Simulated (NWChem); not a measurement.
# B3LYP/def2-SVP run of C4H5N (pyrrole)

What is the vertical ionisation energy of C4H5N (pyrrole) at B3LYP/def2-SVP? 

Program for the calculation: NWChem 7.3.0.

### 1 The structure to begin with

C4H5N has 10 atoms, charge 0, and is taken as a singlet. As SMILES, `c1cc[nH]c1`. The shape is that of a PBE0-D4/def2-TZVP optimisation.

Bond lengths: C1–C2 1.417 Å, C2–C3 1.371 Å, C3–N4 1.363 Å, C1–C5 1.371 Å, N4–C5 1.363 Å, C1–H6 1.079 Å, C2–H7 1.079 Å, C3–H8 1.078 Å, N4–H9 1.003 Å, C5–H10 1.078 Å. Some angles: C1–C2–C3 107.3°, C2–C1–C5 107.3°, C2–C3–N4 107.7°, C3–N4–C5 110.0°, C1–C5–N4 107.7°, C1–C2–H7 126.9°, C3–C2–H7 125.7°, C2–C1–H6 126.9°, C5–C1–H6 125.7°, C2–C3–H8 131.0°.

### 2 The energy at B3LYP/def2-SVP

Input file c4h5n.nw:

```
START c4h5n
memory total 2200 mb

GEOMETRY noautosym nocenter noautoz
C      0.384600     0.594100    -0.956400
C      0.750200    -0.724400    -0.589800
C      0.090300    -1.022300     0.574600
N     -0.655400     0.066100     0.918400
C     -0.486100     1.056300    -0.003400
H      0.721300     1.143400    -1.821400
H      1.421500    -1.381800    -1.119400
H      0.092400    -1.914300     1.179700
H     -1.241900     0.129000     1.729700
H     -0.993800     2.002600     0.090700
END

BASIS spherical bse
* library def2-SVP
END

DFT
xc b3lyp
grid xcoarse
convergence energy 1e-08
iterations 100
mulliken
noprint "final vectors analysis"
END

TASK dft
```

Launch:

```console
$ nwchem c4h5n.nw > c4h5n.out
```

Standard output:

```text
[...]
          Wavefunction type:  closed shell.
          No. of atoms     :    10
          No. of electrons :    36
[...]
          Charge           :     0
          Spin multiplicity:     1
[...]
          AO basis - number of functions:    95
[...]
              XC Information
              --------------
                         B3LYP Method XC Potential
                     Hartree-Fock (Exact) Exchange  0.200
                        Slater Exchange Functional  0.800 local
                    Becke 1988 Exchange Functional  0.720 non-local
              Lee-Yang-Parr Correlation Functional  0.810
                  VWN I RPA Correlation Functional  0.190 local
[...]
 d= 0,ls=0.0,diis     1   -209.9639600330 -3.72D+02  1.01D-02  4.42D-01     1.2
[...]
 d= 0,ls=0.0,diis    10   -210.0193929730 -1.09D-09  2.20D-07  5.12D-10     8.8
         Total DFT energy =     -210.019392972969
      One electron energy =     -602.423762299917
           Coulomb energy =      261.159856657431
    Exchange-Corr. energy =      -30.490363108916
 Nuclear repulsion energy =      161.734875778433
[...]
      Total Density - Mulliken Population Analysis
     ---------------------------------------------
    Atom       Charge   Shell Charges
 -----------   ------   -------------------------------------------------------
    1 C    6     6.02   1.99  0.90  0.28  2.12  0.69  0.04
    2 C    6     6.02   1.99  0.90  0.28  2.12  0.69  0.04
    3 C    6     5.96   1.99  0.91  0.23  2.11  0.69  0.05
    4 N    7     7.06   1.99  1.00  0.35  2.52  1.18  0.03
    5 C    6     5.96   1.99  0.91  0.23  2.11  0.69  0.05
    6 H    1     1.03   0.76  0.24  0.02
    7 H    1     1.03   0.76  0.24  0.02
    8 H    1     1.02   0.76  0.23  0.02
    9 H    1     0.88   0.73  0.11  0.04
   10 H    1     1.02   0.76  0.23  0.02
[...]
```

Run time: 9.6 s. Hardware: 1 thread of AMD EPYC 7R43 (Zen 3), shared host; peak memory 0.1 GiB.

### 3 The doublet cation at the same level

Input file a.xyz:

```xyz
10
C4H5N
C      0.384600     0.594100    -0.956400
C      0.750200    -0.724400    -0.589800
C      0.090300    -1.022300     0.574600
N     -0.655400     0.066100     0.918400
C     -0.486100     1.056300    -0.003400
H      0.721300     1.143400    -1.821400
H      1.421500    -1.381800    -1.119400
H      0.092400    -1.914300     1.179700
H     -1.241900     0.129000     1.729700
H     -0.993800     2.002600     0.090700
```

Input file a.nw:

```
echo
start a
title "C4H5N"
memory stack 880 mb heap 220 mb global 1100 mb
charge 1

geometry noautosym nocenter noautoz
  load a.xyz
end

basis spherical bse
  * library def2-SVP
end

dft
  xc b3lyp
  mult 2
  grid xcoarse
  convergence energy 1e-08
  maxiter 100
  mulliken
  noprint "final vectors analysis"
end

task dft energy
```

Launch:

```console
$ nwchem a.nw > a.out
```

Standard output:

```text
[...]
          Wavefunction type:  spin polarized.
          No. of atoms     :    10
          No. of electrons :    35
[...]
          Charge           :     1
          Spin multiplicity:     2
[...]
          AO basis - number of functions:    95
[...]
              XC Information
              --------------
                         B3LYP Method XC Potential
                     Hartree-Fock (Exact) Exchange  0.200
                        Slater Exchange Functional  0.800 local
                    Becke 1988 Exchange Functional  0.720 non-local
              Lee-Yang-Parr Correlation Functional  0.810
                  VWN I RPA Correlation Functional  0.190 local
[...]
 d= 0,ls=0.0,diis     1   -209.6291932234 -3.71D+02  5.73D-03  2.05D-01     1.3
[...]
 d= 0,ls=0.0,diis    12   -209.7168649335 -1.75D-09  1.31D-07  1.90D-10    12.9
[...]
         Total DFT energy =     -209.716864933457
      One electron energy =     -593.147021801761
           Coulomb energy =      251.888438943275
    Exchange-Corr. energy =      -30.193157853404
 Nuclear repulsion energy =      161.734875778433
[...]
      Total Density - Mulliken Population Analysis
     ---------------------------------------------
    Atom       Charge   Shell Charges
 -----------   ------   -------------------------------------------------------
    1 C    6     5.97   1.99  0.93  0.30  2.11  0.61  0.03
    2 C    6     5.97   1.99  0.93  0.30  2.11  0.61  0.03
    3 C    6     5.78   1.99  0.96  0.23  2.04  0.52  0.05
    4 N    7     7.07   1.99  1.00  0.37  2.53  1.17  0.02
    5 C    6     5.78   1.99  0.96  0.23  2.04  0.52  0.05
    6 H    1     0.91   0.73  0.15  0.02
    7 H    1     0.91   0.73  0.15  0.02
    8 H    1     0.89   0.73  0.14  0.02
    9 H    1     0.81   0.70  0.07  0.04
   10 H    1     0.89   0.73  0.14  0.02
[...]
      <S2> =      0.7598 (Exact =     0.7500)
[...]
```

Wall time 14 s (1 thread of AMD EPYC 7R43 (Zen 3), shared host); peak memory 0.1 GiB.

### 4 Summary of results

At B3LYP/def2-SVP:

```
                                          quantity          value
                       singlet C4H5N: total energy  -210.01939 Eh
                      singlet C4H5N: dipole moment         2.02 D
                      doublet cation: total energy  -209.71686 Eh
                              doublet cation: ⟨S²⟩          0.760
vertical ionisation energy (to the doublet cation)       8.232 eV
```

**Reading.** Removing an electron at fixed nuclei costs 8.23 eV (190 kcal/mol). Mulliken charges (doublet cation) run from -0.07 on N4 to +0.22 on C3.
